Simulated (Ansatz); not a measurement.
# C₂H₄N₂O₂: one species, many methods

One table from this session's results is given with a row withheld; the runs are named, their logs left out.

Method: functionals in def2-TZVPP, the program's frozen cores in correlated methods; program: Ansatz 0.2.0, Gaussian basis.

Levels to be run: LDA (SPW92), PBE-D4, revPBE-D4, BLYP-D4, r2SCAN-D4, B97M-V, PBE0-D4, B3LYP-D4, r2SCANh-D4, r2SCAN0-D4, HSE06-D4, BHLYP-D4, CAM-B3LYP-D4, LC-ωPBE, ωB97X-V, ωB97M-V, B2PLYP, PBE-QIDH; CCSD(T)/def2-SVP; CCSD(T)/def2-TZVPP; MP2/def2-QZVPP; extrapolation to the limit; RPA on PBE.

### The relaxed structure

The geometry comes from an earlier relaxation with PBE0-D4 in a triple-zeta def2 set; it is a stationary point, not always the lowest conformer.

SMILES `N/C(O)=N\C=O`, 10 atoms, charge 0, spin multiplicity 1.

Atoms are counted from 1 here; the program's logs count them from 0.

Bond lengths: N1–C2 1.323 Å, N1–H7 1.004 Å, N1–H8 1.017 Å, C2–O3 1.330 Å, C2–N4 1.308 Å, O3–H9 0.967 Å, N4–C5 1.362 Å, C5–O6 1.224 Å, C5–H10 1.101 Å. Angles: C2–N1–H7 120.5°, C2–N1–H8 115.1°, H7–N1–H8 124.4°, N1–C2–O3 114.5°, N1–C2–N4 127.6°, O3–C2–N4 117.9°, C2–O3–H9 105.5°, C2–N4–C5 118.6°, N4–C5–O6 128.0°, N4–C5–H10 112.2°, O6–C5–H10 119.8°.

The first run:

Input file in.yaml:

```yaml
crystal:
  periodic: [false, false, false]
  atoms:
    - {symbol: N, position_ang: [-0.726700, -1.115892, -0.062009]}
    - {symbol: C, position_ang: [0.167697, -0.374030, 0.571073]}
    - {symbol: O, position_ang: [0.614673, -0.899842, 1.707568]}
    - {symbol: N, position_ang: [0.642784, 0.788046, 0.204805]}
    - {symbol: C, position_ang: [0.193267, 1.338387, -0.956871]}
    - {symbol: O, position_ang: [-0.627146, 0.879803, -1.740363]}
    - {symbol: H, position_ang: [-1.017742, -1.998150, 0.318699]}
    - {symbol: H, position_ang: [-1.075463, -0.722714, -0.932753]}
    - {symbol: H, position_ang: [1.251034, -0.260515, 2.056219]}
    - {symbol: H, position_ang: [0.660494, 2.313807, -1.163369]}
basis:
  gaussian: {orbitals: def2-TZVPP}
hamiltonian: {xc: lda}
output: {orbitals: {seedname: orbitals}}
```

Among the steps run: LDA; PBE-D4 (GGA); revPBE-D4 (GGA); BLYP-D4 (GGA); r2SCAN-D4 (meta-GGA); B97M-V (meta-GGA); PBE0-D4 (hybrid); B3LYP-D4 (hybrid); r2SCANh-D4 (hybrid); r2SCAN0-D4 (hybrid); HSE06-D4 (hybrid); BHLYP-D4 (hybrid); CAM-B3LYP-D4 (range-separated); LC-ωPBE (range-separated); ωB97X-V (range-separated); ωB97M-V (range-separated); B2PLYP (double hybrid); PBE-QIDH (double hybrid).

One of the session's tables, all rows but one given; the rest of the session is left out.

It belongs to the step «Orbital energies across the functionals». 

```
  functional  HOMO (eV)  gap (eV)
 LDA (SPW92)      -6.12      4.05
      PBE-D4      -5.90      4.13
   revPBE-D4      -5.81      4.15
     BLYP-D4      -5.82      4.16
   r2SCAN-D4      -6.20      4.64
      B97M-V          ?         ?
     PBE0-D4      -7.53      6.77
    B3LYP-D4      -7.29      6.27
  r2SCANh-D4      -6.82      5.63
  r2SCAN0-D4      -7.75      7.12
    HSE06-D4      -7.12      5.98
    BHLYP-D4      -8.93      9.33
CAM-B3LYP-D4      -9.03      9.40
     LC-ωPBE     -10.33     11.88
     ωB97X-V     -10.00     11.54
     ωB97M-V      -9.95     11.42
```

**Question.** Estimate the row for B97M-V.

**Answer.** HOMO (eV): -6.31; gap (eV): 4.91. In the column «HOMO (eV)» it lies between r2SCANh-D4 (-6.82) and r2SCAN-D4 (-6.20).
